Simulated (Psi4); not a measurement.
Psi4 input (wB97X-D/6-31G*):

```
memory 1500 MB

molecule {
0 2
B    -0.00269306    0.50230670   -0.01136945
F     1.14286566   -0.13323795    0.01059612
F    -1.14136952   -0.14582133   -0.00427976
symmetry c1
no_reorient
no_com
}

set {
  basis 6-31G*
  reference uks
  scf_type pk
  dft_radial_points 99
  dft_spherical_points 590
  e_convergence 1e-8
  d_convergence 1e-7
  maxiter 150
}

e = energy('wb97x-d')
print_out(f'\nFINAL {e:.10f} DIPOLE {variable("CURRENT DIPOLE")[0]:.6f} {variable("CURRENT DIPOLE")[1]:.6f} {variable("CURRENT DIPOLE")[2]:.6f}\n')
```

Output:

```
   => Loading Basis Set <=

    Name: 6-31G*
    Role: ORBITAL
    Keyword: BASIS
    atoms 1   entry B          line    94 file 6-31gs.gbs
    atoms 2-3 entry F          line   162 file 6-31gs.gbs

   => WB97X-D: Empirical Dispersion <=

    Chai and Head-Gordon Dispersion Correction
    Chai, J.-D.; Head-Gordon, M. (2010), J. Chem. Phys., 132: 6615-6620

        s6 =       1.000000

         ---------------------------------------------------------
                                   SCF
               by Justin Turney, Rob Parrish, Andy Simmonett
                          and Daniel G. A. Smith
                              UKS Reference
         ---------------------------------------------------------

  ==> Geometry <==

    Molecular point group: c1
    Full point group: C1

    Geometry (in Angstrom), charge = 0, multiplicity = 2:

       Center              X                  Y                   Z               Mass
    ------------   -----------------  -----------------  -----------------  -----------------
         B           -0.002693060000     0.502306700000    -0.011369450000    11.009305360000
         F            1.142865660000    -0.133237950000     0.010596120000    18.998403162730
         F           -1.141369520000    -0.145821330000    -0.004279760000    18.998403162730

  Running in c1 symmetry.

  Rotational constants: A =      4.78988  B =      0.34009  C =      0.31755 [cm^-1]
  Rotational constants: A = 143597.04351  B =  10195.69573  C =   9519.77168 [MHz]
  Nuclear repulsion =   55.113464776521568

  Charge       = 0
  Multiplicity = 2
  Electrons    = 23
  Nalpha       = 12
  Nbeta        = 11

  ==> Algorithm <==

  SCF Algorithm Type is PK.
  DIIS enabled.
  MOM disabled.
  Fractional occupation disabled.
  Guess Type is SAD.
  Energy threshold   = 1.00e-08
  Density threshold  = 1.00e-07
  Integral threshold = 1.00e-12

  ==> Primary Basis <==

  Basis Set: 6-31G*
    Blend: 6-31G*
    Number of shells: 18
    Number of basis functions: 45
    Number of Cartesian functions: 45
    Spherical Harmonics?: false
    Max angular momentum: 2

  ==> DFT Potential <==

   => LibXC <=

    Version 7.1.2
    S. Lehtola, C. Steigemann, M. J. T. Oliveira, and M. A. L. Marques,  SoftwareX 7, 1–5 (2018) (10.1016/j.softx.2017.11.002)

   => Composite Functional: WB97X-D <=

    wB97X-D Hyb-GGA Exchange-Correlation Functional

    J.-D. Chai and M. Head-Gordon,  Phys. Chem. Chem. Phys. 10, 6615–6620 (2008) (10.1039/B810189B)

    Deriv               =              1
    GGA                 =           TRUE
    Meta                =          FALSE

    Exchange Hybrid     =           TRUE
    MP2 Hybrid          =          FALSE

   => Exchange-Correlation Functionals <=

    1.0000   wB97X-D range-separated functional

   => Exact (HF) Exchange <=

    0.7780            HF,LR [omega = 0.2000]
    0.2220               HF

   => LibXC Density Thresholds  <==

    XC_HYB_GGA_XC_WB97X_D:  1.00E-14

   => Molecular Quadrature <=

    Radial Scheme          =       TREUTLER
    Pruning Scheme         =           NONE
    Nuclear Scheme         =       TREUTLER

    Blocking Scheme        =         OCTREE
    BS radius alpha        =              1
    Pruning alpha          =              1
    Radial Points          =             99
    Spherical Points       =            590
    Total Points           =         167804
    Total Blocks           =           1275
    Max Points             =            256
    Max Functions          =             44
    Weights Tolerance      =       1.00E-15

  ==> Integral Setup <==

  Using in-core PK algorithm.
   Calculation information:
      Number of atoms:                   3
      Number of AO shells:              18
      Number of primitives:             45
      Number of atomic orbitals:        45
      Number of basis functions:        45

      Integral cutoff                 1.00e-12
      Number of threads:                 1

  Performing in-core PK
  Using 1608390 doubles for integral storage.
  We computed 14461 shell quartets total.
  Whereas there are 14706 unique shell quartets.

  Computing range-separated integrals for PK
  We computed 14461 wK shell quartets total.
  Whereas there are 14706 wK unique shell quartets.

  ==> DiskJK: Disk-Based J/K Matrices <==

    J tasked:                  Yes
    K tasked:                  Yes
    wK tasked:                 Yes
    Omega:               2.000E-01
    Schwarz Cutoff:          1E-12


  Cached 100.0% of DFT collocation blocks in 0.199 [GiB].

  Minimum eigenvalue in the overlap matrix is 5.3385484949E-03.
  Reciprocal condition number of the overlap matrix is 9.7943964786E-04.
    Using symmetric orthogonalization.

  ==> Pre-Iterations <==

  SCF Guess: Superposition of Atomic Densities via on-the-fly atomic UHF (no occupation information).

   -------------------------
    Irrep   Nso     Nmo
   -------------------------
     A         45      45
   -------------------------
    Total      45      45
   -------------------------

  ==> Iterations <==

                        Total Energy        Delta E     RMS |[F,P]|

   @UKS iter SAD:  -223.91546493146268   -2.23915e+02   0.00000e+00
   @UKS iter   1:  -224.44480737284368   -5.29342e-01   8.97870e-03 DIIS/ADIIS
   @UKS iter   2:  -224.43399131790315    1.08161e-02   1.02289e-02 DIIS/ADIIS
   @UKS iter   3:  -224.49618730560223   -6.21960e-02   1.78201e-04 DIIS/ADIIS
   @UKS iter   4:  -224.49624874041118   -6.14348e-05   3.83721e-05 DIIS
   @UKS iter   5:  -224.49625261685387   -3.87644e-06   1.46075e-05 DIIS
   @UKS iter   6:  -224.49625331145288   -6.94599e-07   3.84782e-06 DIIS
   @UKS iter   7:  -224.49625335984939   -4.83965e-08   1.04561e-06 DIIS
   @UKS iter   8:  -224.49625336275207   -2.90268e-09   1.54386e-07 DIIS
   @UKS iter   9:  -224.49625336280667   -5.45981e-11   3.73277e-08 DIIS
  Energy and wave function converged.

  ==> Post-Iterations <==

   Electrons on quadrature grid:
      Nalpha   =   11.9999998327 ; deviation = -1.673e-07
      Nbeta    =   10.9999998308 ; deviation = -1.692e-07
      Ntotal   =   22.9999996635 ; deviation = -3.365e-07

   @Spin Contamination Metric:   1.721221425E-03
   @S^2 Expected:                7.500000000E-01
   @S^2 Observed:                7.517212214E-01
   @S   Expected:                5.000000000E-01
   @S   Observed:                5.000000000E-01

    Orbital Energies [Eh]
    ---------------------

    Alpha Occupied:

       1A    -24.861756     2A    -24.861755     3A     -6.986816
       4A     -1.355329     5A     -1.329751     6A     -0.681968
       7A     -0.638516     8A     -0.592501     9A     -0.590224
      10A     -0.534030    11A     -0.523971    12A     -0.317750

    Alpha Virtual:

      13A      0.071021    14A      0.264159    15A      0.273063
      16A      0.476393    17A      0.476563    18A      0.627254
      19A      0.630538    20A      1.157513    21A      1.166173
      22A      1.203759    23A      1.213593    24A      1.226351
      25A      1.372367    26A      1.386119    27A      1.398173
      28A      1.434255    29A      1.649278    30A      1.720891
      31A      1.753020    32A      1.853910    33A      1.896612
      34A      1.926193    35A      1.964887    36A      2.016846
      37A      2.316420    38A      2.352467    39A      2.525064
      40A      2.777148    41A      3.136082    42A      3.386481
      43A      3.481166    44A      4.256863    45A      4.369361

    Beta Occupied:

       1A    -24.859231     2A    -24.859230     3A     -6.977094
       4A     -1.348588     5A     -1.322825     6A     -0.673329
       7A     -0.626305     8A     -0.585101     9A     -0.570995
      10A     -0.533679    11A     -0.517228

    Beta Virtual:

      12A     -0.012616    13A      0.104994    14A      0.269039
      15A      0.292357    16A      0.495628    17A      0.533900
      18A      0.638266    19A      0.668437    20A      1.161819
      21A      1.172423    22A      1.223118    23A      1.235245
      24A      1.263796    25A      1.386555    26A      1.390682
      27A      1.415070    28A      1.444730    29A      1.669241
      30A      1.726994    31A      1.761489    32A      1.856387
      33A      1.897073    34A      1.932086    35A      1.966968
      36A      2.030369    37A      2.351218    38A      2.359474
      39A      2.549108    40A      2.791531    41A      3.143531
      42A      3.395274    43A      3.555357    44A      4.258368
      45A      4.374985

    Final Occupation by Irrep:
              A
    DOCC [    11 ]
    SOCC [     1 ]
    NA   [    12 ]
    NB   [    11 ]

  @UKS Final Energy:  -224.49625336280667

   => Energetics <=

    Nuclear Repulsion Energy =             55.1134647765215675
    One-Electron Energy =                -420.9921103021975455
    Two-Electron Energy =                 159.0368467565090782
    DFT Exchange-Correlation Energy =     -17.6543729003748524
    Empirical Dispersion Energy =          -0.0000816932648760
    VV10 Nonlocal Energy =                  0.0000000000000000
    Total Energy =                       -224.4962533628066694

  UHF NO Occupations:
  HONO-2 :   10  A 1.9996515
  HONO-1 :   11  A 1.9995629
  HONO-0 :   12  A 1.0000000
  LUNO+0 :   13  A 0.0004371
  LUNO+1 :   14  A 0.0003485
  LUNO+2 :   15  A 0.0000424
  LUNO+3 :   16  A 0.0000226

Computation Completed

Properties will be evaluated at   0.000000,   0.000000,   0.000000 [a0]

Properties computed using the SCF density matrix

 Multipole Moments:

 ------------------------------------------------------------------------------------
     Multipole            Electronic (a.u.)      Nuclear  (a.u.)        Total (a.u.)
 ------------------------------------------------------------------------------------

 L = 1.  Multiply by 2.5417464519 to convert [e a0] to [Debye]
 Dipole X            :         -0.0005839           -0.0000001           -0.0005840
 Dipole Y            :          0.1089232           -0.0000000            0.1089232
 Dipole Z            :         -0.0024654           -0.0000000           -0.0024654
 Magnitude           :                                                    0.1089526

 ------------------------------------------------------------------------------------

FINAL -224.4962533628 DIPOLE -0.000584 0.108923 -0.002465

*** Psi4 exiting successfully. Buy a developer a beer!
```
